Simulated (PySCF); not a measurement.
Job file and geometry (Å, from PBE0-D3(BJ)/def2-TZVP) of an NMR shielding run on `InChI=1S/BHO/c1-2/h1H`, PySCF, GIAO PBE0/pcSseg-2 NMR shielding, non-relativistic, gas phase; density fitting, a coarse starting grid and PySCF grid level 2 are the driver's defaults:

```
$ OMP_NUM_THREADS=1 python probes_run.py task.json out

{"job": {"kind": "nmr", "xc": "PBE0", "basis": "pcSseg-2"}, "charge": 0, "multiplicity": 1}
B      0.011623     0.067921    -0.089031
O      1.201455    -0.065447    -0.126995
H     -1.153218     0.198437    -0.051894
```

Q: Write the output of this run.

A: 
```
coarse grid: 2792 points
cycle   1  E = -100.4908648594  dE =  1.503e-01  |g| = 8.211e-01  |ddm| = 1.177e+00
cycle   2  E = -99.7081877941  dE =  7.827e-01  |g| = 2.063e+00  |ddm| = 1.244e+00
cycle   3  E = -100.6272790226  dE = -9.191e-01  |g| = 6.443e-02  |ddm| = 9.841e-01
cycle   4  E = -100.6283941113  dE = -1.115e-03  |g| = 2.484e-02  |ddm| = 5.769e-02
cycle   5  E = -100.6285343895  dE = -1.403e-04  |g| = 5.217e-03  |ddm| = 1.613e-02
cycle   6  E = -100.6285395363  dE = -5.147e-06  |g| = 9.028e-04  |ddm| = 1.996e-03
final grid: 27792 points
cycle   7  E = -100.6291299837  dE = -1.565e-05  |g| = 1.091e-02  |ddm| = 1.776e-02
cycle   8  E = -100.6290474550  dE =  8.253e-05  |g| = 2.376e-02  |ddm| = 1.203e-02
cycle   9  E = -100.6291516846  dE = -1.042e-04  |g| = 2.807e-04  |ddm| = 8.600e-03
cycle  10  E = -100.6291517043  dE = -1.969e-08  |g| = 8.257e-05  |ddm| = 2.231e-04
cycle  11  E = -100.6291517058  dE = -1.510e-09  |g| = 2.601e-05  |ddm| = 5.734e-05
cycle  12  E = -100.6291517060  dE = -1.338e-10  |g| = 1.754e-06  |ddm| = 1.490e-05
converged SCF energy = -100.6291517060

GIAO shielding tensors (ppm)
atom      isotropic    diamagn.    paramagn.     s11        s22        s33       span
  0 B       85.639     206.852    -121.213     20.611     20.612    215.695    195.083
  1 O       35.693     389.611    -353.918   -151.511   -151.511    410.101    561.612
  2 H       29.141      29.036       0.104     26.233     26.233     34.956      8.723
```

Q: Turn these shieldings into chemical shifts. Shifts are taken against calculated references (same method and geometry level): BF3·OEt2 for ¹¹B (σ = 98.70 ppm); H2O for ¹⁷O (σ = 329.54 ppm); ¹H (σ = 31.52 ppm) against TMS.

A: Averaging equivalent atoms: B 0: 13.1; O 1: 293.8; H 2: 2.38 ppm. Unscaled 17O shifts of doubly bonded oxygen tend to come out too high, by tens of ppm or more. Experimental scales use liquid or dissolved standards, which lie at an offset from isolated H2O (liquid H2O: subtract about 36 ppm).

Size and cost of the density-fitted run: 86 basis functions, 1.7 s wall time on 1 thread of an Arm Neoverse V2, shared host; peak memory 0.33 GiB.
